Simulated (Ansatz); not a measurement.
# CH₄NS+ (SMILES NC=[SH+]): one structure at several levels

How do the functionals fare away from a minimum? The structure is a structure displaced at random from a GFN2-xTB minimum.

The runs use Ansatz 0.2.0, Gaussian basis; single points in def2-TZVPP.

Cores are frozen in the correlated methods.

## 1. The system as given

SMILES `NC=[SH+]`, 7 atoms, charge 1, spin multiplicity 1.

Atoms are counted from 1 here; the program's logs count them from 0.

Bond lengths: N1–C2 1.245 Å, N1–H4 1.098 Å, N1–H5 0.821 Å, C2–S3 1.575 Å, C2–H6 0.940 Å, S3–H7 1.338 Å. Angles: C2–N1–H4 123.4°, C2–N1–H5 128.2°, H4–N1–H5 105.9°, N1–C2–S3 124.9°, N1–C2–H6 115.2°, S3–C2–H6 119.4°, C2–S3–H7 100.5°.

As a file:

```
atom    x (Å)    y (Å)    z (Å)
  N1  -0.7213   0.2644  -0.6638
  C2   0.0539  -0.0419   0.2605
  S3   1.6020  -0.2808   0.0971
  H4  -1.7802   0.5083  -0.5089
  H5  -0.5334   0.5447  -1.4118
  H6  -0.3598  -0.2389   1.0810
  H7   1.8886  -0.8336   1.2809
```

## 2. CCSD(T)/def2-TZVPP

File run/in.yaml:

```yaml
crystal:
  periodic: [false, false, false]
  atoms:
    - {symbol: N, position_ang: [-0.721300, 0.264400, -0.663800]}
    - {symbol: C, position_ang: [0.053900, -0.041900, 0.260500]}
    - {symbol: S, position_ang: [1.602000, -0.280800, 0.097100]}
    - {symbol: H, position_ang: [-1.780200, 0.508300, -0.508900]}
    - {symbol: H, position_ang: [-0.533400, 0.544700, -1.411800]}
    - {symbol: H, position_ang: [-0.359800, -0.238900, 1.081000]}
    - {symbol: H, position_ang: [1.888600, -0.833600, 1.280900]}
basis:
  gaussian: {orbitals: def2-TZVPP}
total_charge: 1
correlation: {method: ccsd_t}
output: {forces: true}
```

No record of the launch command was kept for these runs.

## 3. PBE0-D4/def2-TZVPP

Edit run/in.yaml of step 2 so:

```diff
@@ -13,3 +13,3 @@
 total_charge: 1
-correlation: {method: ccsd_t}
-output: {forces: true}
+hamiltonian: {xc: pbe0, dispersion: d4}
+output: {forces: true, orbitals: {seedname: orbitals}}
```

## 4. wB97M-V/def2-TZVPP

Edit run/in.yaml of step 3 so:

```diff
@@ -13,3 +13,3 @@
 total_charge: 1
-hamiltonian: {xc: pbe0, dispersion: d4}
-output: {forces: true, orbitals: {seedname: orbitals}}
+hamiltonian: {xc: {name: wB97M-V}}
+output: {forces: true}
```

## 5. r2SCAN-D4/def2-TZVPP

Edit run/in.yaml of step 4 so:

```diff
@@ -13,3 +13,3 @@
 total_charge: 1
-hamiltonian: {xc: {name: wB97M-V}}
+hamiltonian: {xc: r2scan, dispersion: d4}
 output: {forces: true}
```

## 6. PBE-D4/def2-TZVPP

Edit run/in.yaml of step 5 so:

```diff
@@ -13,3 +13,3 @@
 total_charge: 1
-hamiltonian: {xc: r2scan, dispersion: d4}
+hamiltonian: {xc: pbe, dispersion: d4}
 output: {forces: true}
```

## 7. r2SCANh-D4/def2-TZVPP

Edit run/in.yaml of step 6 so:

```diff
@@ -13,3 +13,3 @@
 total_charge: 1
-hamiltonian: {xc: pbe, dispersion: d4}
+hamiltonian: {xc: {name: r2SCANh}, dispersion: d4}
 output: {forces: true}
```

## 8. BHLYP-D4/def2-TZVPP

Edit run/in.yaml of step 7 so:

```diff
@@ -13,3 +13,3 @@
 total_charge: 1
-hamiltonian: {xc: {name: r2SCANh}, dispersion: d4}
+hamiltonian: {xc: {name: BHLYP}, dispersion: d4}
 output: {forces: true}
```

(Steps that only read results are left out.)

**Question.** What will these runs give? Wanted: energy less free atoms, CCSD(T)/def2-TZVPP; RMS force component; RMS force error; HOMO and LUMO, PBE0-D4; T1 diagnostic.

As calculated:

```
                                  quantity                                                                                               value
energy less free atoms, CCSD(T)/def2-TZVPP                                                                                     -337.9 kcal/mol
                       RMS force component                                                                5.328 to 5.434 eV/Å over the methods
                           RMS force error  PBE0-D4 0.199, wB97M-V 0.127, r2SCAN-D4 0.130, PBE-D4 0.200, r2SCANh-D4 0.157, BHLYP-D4 0.271 eV/Å
                    HOMO and LUMO, PBE0-D4                                                                                 -14.18 and -7.31 eV
                             T1 diagnostic                                                                                               0.014
```

Against CCSD(T) the functionals' energies less atoms differ by -38.2 to -4.7 kcal/mol, PBE-D4 by -38.2 kcal/mol. CCSD(T) in triple zeta still lacks some correlation energy of the bonds, so part of these gaps is its own basis error and they don't rank the functionals. The forces of wB97M-V come nearest to CCSD(T), those of BHLYP-D4 are farthest. Frozen-core CCSD(T) forces in triple zeta carry basis errors of their own, and this is one geometry, so small gaps rank nothing.
